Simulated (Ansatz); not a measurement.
# AlO (quartet): wave-function methods side by side, def2-TZVPP

One table from this session's results is given with a row withheld; the runs are named, their logs left out.

Method: def2-TZVPP, core rule «outside noble gas», up to 6 orbitals frozen; program: Ansatz 0.2.0, Gaussian basis.

To be run: UHF; ROHF; CCSD(T) on UHF.

## What is computed

The geometry is a PBE0/def2-TZVP stationary point (not a proven minimum).

2 atoms, charge 0, spin multiplicity 4.

Atoms are counted from 1 here; the program's logs count them from 0.

Bond lengths: Al1–O2 1.784 Å.

Set-up of the first run:

Input file in.yaml:

```yaml
crystal:
  periodic: [false, false, false]
  atoms:
    - {symbol: Al, position_ang: [0.000000, 0.000000, 0.000000]}
    - {symbol: O, position_ang: [0.000000, 0.000000, 1.784100]}
basis:
  gaussian: {orbitals: def2-TZVPP}
magnetization: {spin_polarized: true, initial_magnetization: 3}
hamiltonian: {xc: hf}
output: {orbitals: {seedname: orbitals}}
```

Launch:

```bash
> ansatz run in.yaml --threads 1 --pin off --events-out ev --progress --plain --max-ram 4096MiB --backend cpu
```

Steps of the session up to this table: UHF; ROHF; CCSD(T) on UHF.

One table of the session follows, with a row left open; its other results are not shown here.

It belongs to the step «Misses and costs». 

| method | from UCCSD(T) (meV) |
| --- | --- |
| ROHF | +6618.7 |
| UHF | +6461.5 |
| UMP2 | ? |
| UCCSD | +221.7 |
| UCCSD(T) | 0 |

Estimate the missing values for UMP2.

As computed: from UCCSD(T) (meV): +649.2. In the column «from UCCSD(T) (meV)» it lies between UCCSD (+221.7) and UHF (+6461.5).

With the free atoms at the same levels and basis (separate runs), the atomisation energy is 1.546 eV at UCCSD(T), 1.001 eV at ROHF.
